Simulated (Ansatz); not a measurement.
Geometry optimisation, UKS B3LYP-D4/def2-SVP (Ansatz 0.2.0).

input.yaml

```yaml
crystal:
  periodic: [false, false, false]
  atoms:
    - { symbol: F, position_ang: [2.0237, -0.9966, -0.9681] }
    - { symbol: C, position_ang: [0.8462, -0.2351, -0.8007] }
    - { symbol: C, position_ang: [-0.2898, -0.3986, -0.2342] }
    - { symbol: C, position_ang: [-0.9996, 0.0055, 0.6499] }
    - { symbol: S, position_ang: [0.5585, 1.1873, 0.5968] }
    - { symbol: H, position_ang: [-2.0969, 0.3734, 0.7102] }
magnetization:
  spin_polarized: true
basis:
  gaussian: { orbitals: def2-SVP }
hamiltonian:
  xc: b3lyp
  dispersion: d4
relax:
  f_tol: 0.02
  max_steps: 50
output:
  orbitals: {}
```

Command:

```bash
$ ansatz run input.yaml --threads 2 --pin off --max-ram 3072MiB --backend cpu --events-out ev --progress --plain --runs-dir out
```

**Question.** Where does it end, and by what steps?

**Answer.** It converged. After 33 steps the energy has fallen by 3.920 eV; S5 moved furthest, 1.44 Å. The start is strongly strained (largest force component 8 eV/Å), so its close contacts needn't be bonds. Parted: C2–S5 (2.01 → 3.81 Å), C3–S5 (1.98 → 2.71 Å).

```
step  energy less start (eV)  largest force component (eV/Å)  accepted
   0                  0.0000                           8.034       yes
   2                 -1.0786                           0.945       yes
   4                 -1.1636                           0.648       yes
   6                 -1.1840                           0.272       yes
   8                 -1.1986                           0.402       yes
  10                 -1.2099                           0.144       yes
  12                 -1.2281                           0.533       yes
  14                 -1.2016                           1.257        no
  16                 -1.2621                           0.293       yes
  18                 -1.3246                           1.743       yes
  20                 -1.5639                           0.806       yes
  22                 -1.7504                           2.046       yes
  24                 -2.3108                           2.652       yes
  26                 -3.5825                           1.723       yes
  28                 -3.7944                           1.032       yes
  30                 -3.9022                           0.324       yes
  32                 -3.9195                           0.024       yes
  33                 -3.9198                           0.018       yes
```

```xyz
6
Properties=species:S:1:pos:R:3
F 1.803 -1.508 -1.569
C 0.969 -0.851 -0.866
C 0.181 -0.220 -0.196
C -0.743 0.517 0.587
S -0.434 1.953 1.301
H -1.734 0.045 0.696
```

The run took 35 s on 2 threads of AMD EPYC 9R45 96-Core Processor (Zen 5) (shared host), peak memory 0.23 GiB.
